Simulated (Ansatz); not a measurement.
System: SO$_{2}$, charge 0, singlet. SO2 (sulfur dioxide, SMILES O=S=O).
B3LYP-D3(BJ)/def2-TZVP minimum from Ansatz (an electronic-structure program):
```
S
O 1 1.4386
O 1 1.4386 2 118.87
```
Charge 0, spin multiplicity 1.

Property: atomisation energy (electronic, to ground-state atoms), in kcal/mol. Radicals and triplets start from unrestricted determinants; spin-orbit coupling is neglected. CBS(X,Y): correlation extrapolated as X^-3, Hartree-Fock from the larger set (Q,5: extrapolated as (X+1)exp(-9√X)). A bracket is a step between two methods taken in the basis named. The functionals are non-relativistic, so their misses hold any scalar relativity. Double hybrids freeze cores in their MP2 part. '+ core + X2C': CCSD(T) terms for core correlation (cc-pwCVTZ, 1s frozen past Ne) and scalar relativity (cc-pVTZ-DK). The restricted determinant of O2S (O=S=O, singlet) is unstable towards broken spin symmetry in at least one set run.

CCSD(T)/CBS(cc-pV(Q+d)Z,cc-pV(5+d)Z) + [CCSDT(Q) - CCSD(T)]/cc-pV(T+d)Z + core + X2C (Ansatz) gives 260.3 kcal/mol.

Task: How far off this value is PBE/def2-TZVPD (Ansatz), in which direction, and which of these levels come nearer: r2SCAN/def2-TZVPD, B3LYP/def2-TZVPD, PBE0/def2-TZVPD, wB97M-V/def2-TZVPD, B2PLYP/def2-TZVPD, CCSD(T)/CBS(cc-pV(Q+d)Z,cc-pV(5+d)Z) + core + X2C?

Result: PBE gives 279.0 kcal/mol, 18.7 kcal/mol above it. Differences of the others: r2SCAN/def2-TZVPD (Ansatz) 0.4; B3LYP/def2-TZVPD (Ansatz) -10.0; PBE0/def2-TZVPD (Ansatz) -8.4; wB97M-V/def2-TZVPD (Ansatz) -2.8; B2PLYP/def2-TZVPD (Ansatz) -6.4; CCSD(T)/CBS(cc-pV(Q+d)Z,cc-pV(5+d)Z) + core + X2C (Ansatz) -0.8 kcal/mol. Nearer than PBE: r2SCAN/def2-TZVPD, B3LYP/def2-TZVPD, PBE0/def2-TZVPD, wB97M-V/def2-TZVPD, B2PLYP/def2-TZVPD, CCSD(T)/CBS(cc-pV(Q+d)Z,cc-pV(5+d)Z) + core + X2C.
